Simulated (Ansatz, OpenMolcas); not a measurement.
Predicting a hybrid from its neighbours: C3H5N (propanenitrile)

C3H5N has 9 atoms, charge 0, and is taken as a singlet. SMILES: `CCC#N`. The shape is that of a PBE0-D4/def2-TZVP optimisation.

The HOMO–LUMO gap y, in eV, basis def2-SVPD; a is the functional's share of exact exchange. Programs: Ansatz 0.2.0, OpenMolcas 26.06.

| functional | program | a | y (eV) |
| --- | --- | --- | --- |
| PBE | Ansatz | 0 | 7.46 |
| TPSS | OpenMolcas | 0 | 7.72 |
| B3LYP | Ansatz | 0.2 | 9.08 |
| PBE0 | Ansatz | 0.25 | ? |
| BHLYP | Ansatz | 0.5 | 11.41 |

Fit y = c + s·a to the known rows and predict PBE0.


1. Means of the 4 rows: a = 0.1750, y = 8.918.
2. Σ(Δa)² = 0.1675, Σ(Δa·Δy) = 1.2788, so the slope is 1.2788/0.1675 = 7.6346.
3. Intercept: 8.918 − (7.6346) × 0.1750 = 7.582. The largest residual of the fit is 0.14.
4. PBE0: 7.582 + (7.6346) × 0.25 = 9.49 eV.

The run gave 9.64 eV, so the prediction is off by -0.15 eV, about the largest residual. Exact exchange lowers occupied levels and raises empty ones. The rows mix families of semi-local functionals, which the line can't see.
